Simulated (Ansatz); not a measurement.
**BNH2O (SMILES BN=O): levels of theory compared**

Wanted: a comparison of 6 runs (UHF/STO-3G, BHLYP/STO-3G, SVWN5/STO-3G, UPBE/STO-3G, UPBE0/STO-3G, CCSD(T)/STO-3G) of BNH2O. 

Program for the calculation: Ansatz 0.2.0.

59 further runs of the same task are left out: 4 that didn't finish, 55 set aside as unsound or not needed.

## Step 1: Starting point

The species is BNH2O (5 atoms), meant as a singlet with charge 0. SMILES: `BN=O`. The N2–B1 distance was set to 2.590 Å, away from the relaxed value. At this shape a bond of the SMILES string is far longer than usual.

Bond lengths: N2–O3 1.192 Å, B1–H4 1.165 Å, B1–H5 1.166 Å. Angles: H4–B1–H5 122.4°. A long bond or contact: B1–N2 2.590 Å.

## Step 2: The energy at UHF/STO-3G (run 1)

Contents of job.yaml:

```yaml
basis:
  gaussian:
    orbitals: STO-3G
crystal:
  periodic: [false, false, false]
  atoms:
    - {symbol: B, position_ang: [-1.041753, 1.321519, -0.709915]}
    - {symbol: "N", position_ang: [0.435210, -0.552070, 0.296940]}
    - {symbol: O, position_ang: [1.113730, -1.415380, 0.760240]}
    - {symbol: H, position_ang: [-1.897433, 1.028719, -1.444955]}
    - {symbol: H, position_ang: [-0.825233, 2.427639, -0.412615]}
accuracy: high
magnetization:
  spin_polarized: true
  initial_magnetization: 0
hamiltonian:
  xc: hf
```

Run with:

```console
$ ansatz run job.yaml --threads 1 --pin off --max-ram 2610MiB --events-out events.jsonl --progress --plain --runs-dir runs
```

Log:

```text
Warning: RAYON_NUM_THREADS=1 ignored (pool sized by the plan → 1); use --threads N
Functional definition: HF
  name "HF"
  exchange = exact_x
  correlation = 0
273 factors; integrals over basis functions are off by at most 2.9e-8 eV
mean field evaluation 1: about -4151.9283 eV, gradient 1.3e1 eV
mean field evaluation 2: about -4152.0086 eV, gradient 1.3e1 eV
mean field evaluation 4: about -4155.2691 eV, gradient 3.1e0 eV
mean field evaluation 8: about -4155.4208 eV, gradient 2.3e-1 eV
mean field evaluation 16: about -4156.1613 eV, gradient 2.1e-4 eV
mean field evaluation 32: about -4161.7237 eV, gradient 1.6e-8 eV
mean field evaluation 64: about -4161.7190 eV, gradient 2.2e-2 eV
mean field evaluation 96: about -4161.6921 eV, gradient 9.6e-1 eV
mean field evaluation 128: about -4160.3645 eV, gradient 1.1e0 eV
mean field evaluation 160: about -4160.9091 eV, gradient 7.4e0 eV
mean field evaluation 192: about -4161.3437 eV, gradient 2.6e0 eV
mean field evaluation 224: about -4156.4069 eV, gradient 5.2e0 eV
mean field evaluation 256: about -4154.3127 eV, gradient 3.4e0 eV
mean field evaluation 288: about -4155.4116 eV, gradient 1.7e-1 eV
mean field -4161.72370063 eV, -152.9405250806 hartree, gradient 1.6e-8 eV, S^2 1.388446; 6 other end points of the search recorded, 0 dependent functions left out
reference -4161.72370063 eV, -152.9405250806 hartree; 11, 11 occupied and 6, 6 virtual orbitals, 273 factors
Total energy: -4161.72370063 eV, -152.9405250806 hartree
```

Wall time 0.38 s (1 thread of Arm Neoverse V1, shared host).

## Step 3: A single-point energy at BHLYP/STO-3G (run 2)

Contents of molecule.yaml:

```yaml
basis:
  gaussian:
    orbitals: STO-3G
crystal:
  periodic: [false, false, false]
  atoms:
    - symbol: B
      position_ang: [-1.041753, 1.321519, -0.709915]
    - symbol: N
      position_ang: [0.435210, -0.552070, 0.296940]
    - symbol: O
      position_ang: [1.113730, -1.415380, 0.760240]
    - symbol: H
      position_ang: [-1.897433, 1.028719, -1.444955]
    - symbol: H
      position_ang: [-0.825233, 2.427639, -0.412615]
hamiltonian:
  xc: {name: BHLYP}
accuracy: high
```

Run with:

```console
$ ansatz run molecule.yaml --threads 1 --pin off --max-ram 2610MiB --events-out events.jsonl --progress --plain --runs-dir runs
```

Log:

```text
Warning: RAYON_NUM_THREADS=1 ignored (pool sized by the plan → 1); use --threads N
Functional definition: BHLYP
  name "BHLYP"
  parameter a = 0.5
  exchange = (1 - a)*b88_x + a*exact_x
  correlation = lyp_c
273 factors; integrals over basis functions are off by at most 2.9e-8 eV
mean field evaluation 1: about -4169.4551 eV, gradient 1.3e1 eV
mean field evaluation 2: about -4087.1143 eV, gradient 3.2e1 eV
mean field evaluation 4: about -4170.3372 eV, gradient 2.2e1 eV
mean field evaluation 8: about -4170.9996 eV, gradient 1.8e1 eV
mean field evaluation 16: about -4177.8323 eV, gradient 1.4e-4 eV
mean field evaluation 32: about -4176.3907 eV, gradient 1.2e1 eV
mean field -4177.83234210 eV, -153.5325067355 hartree, gradient 5.5e-8 eV, S^2 0.000000; 2 other end points of the search recorded, 0 dependent functions left out
reference -4177.83235931 eV, -153.5325073680 hartree; 11, 11 occupied and 6, 6 virtual orbitals, 273 factors
Total energy: -4177.83235931 eV, -153.5325073680 hartree
```

Wall time 2.3 s (1 thread of Arm Neoverse V1, shared host); peak memory 0.09 GiB.

Runs 3 to 5 aren't shown in full; the table further down has their settings and results.

## Step 4: A single-point energy at CCSD(T)/STO-3G (run 6)

Contents of input.yaml:

```yaml
crystal:
  periodic: [false, false, false]
  atoms:
    - {symbol: B, position_ang: [-1.041753, 1.321519, -0.709915]}
    - {symbol: "N", position_ang: [0.435210, -0.552070, 0.296940]}
    - {symbol: O, position_ang: [1.113730, -1.415380, 0.760240]}
    - {symbol: H, position_ang: [-1.897433, 1.028719, -1.444955]}
    - {symbol: H, position_ang: [-0.825233, 2.427639, -0.412615]}
basis:
  gaussian:
    orbitals: STO-3G
correlation:
  method: ccsd_t
  frozen_orbitals: {B: 1, H: 0, "N": 1, O: 1}
scf:
  omitted_lower_state_checks: [cluster_reference, increment]
accuracy: high
```

Run with:

```console
$ ansatz run input.yaml --threads 1 --pin off --max-ram 2610MiB --events-out events.jsonl --progress --plain --runs-dir runs
```

Log:

```text
Warning: RAYON_NUM_THREADS=1 ignored (pool sized by the plan → 1); use --threads N
[... 14 lines left out ...]
3 core orbitals not correlated: weight in the atoms' cores, before any rotation towards them, 1.000 or more for the frozen orbitals, at most 0.000 for the correlated occupied ones
[... 56 lines left out ...]
WARN: these amplitudes may be one of several solutions (largest doubles amplitude 0.94, level shift 8.91 eV)
Total energy: -4166.99118794 eV, -153.1341016688 hartree
Checks for a lower state left out: cluster_reference, increment
```

Run time: 0.28 s. Hardware: 1 thread of Arm Neoverse V1, shared host.

## Step 5: All runs side by side

```
run           level  frozen core orbitals  energy (Eh)  wall time
  1      UHF/STO-3G                     –  -152.940525     0.38 s
  2    BHLYP/STO-3G                     –  -153.532507      2.3 s
  3    SVWN5/STO-3G                     –  -152.356133      1.9 s
  4     UPBE/STO-3G                     –  -153.534730       11 s
  5    UPBE0/STO-3G                     –  -153.556629      6.6 s
  6  CCSD(T)/STO-3G                     3  -153.134102     0.28 s
```

## Step 6: Outcome

| quantity | value |
| --- | --- |
| run 6: total energy | -153.13410 Eh |
| run 6: correlation energy (3 core orbitals frozen) | -398.3 mEh |
| run 6: (T) correction | -60.01 mEh |
| run 6: T1 diagnostic | 0.078 |

What this shows: Totals of different functionals can't be ranked against each other. In run 6 the T1 diagnostic is large, so a single reference may not serve. In run 6 the log says that unrestricted orbitals would lower the reference, so the values rest on an unstable closed-shell determinant (other closed-shell runs at this shape may share the fault). In runs 1, 2, 3, 4, 5, 6 the basis is minimal, so the values are rough. Spin contamination of the reference: run 1 ⟨S²⟩ = 1.39, run 5 ⟨S²⟩ = 1.00, run 4 ⟨S²⟩ = 1.00. Where it is this large, the reference is a mixture of spin states, and values that rest on it are in doubt. All runs together took 23 s, the longest 11 s.
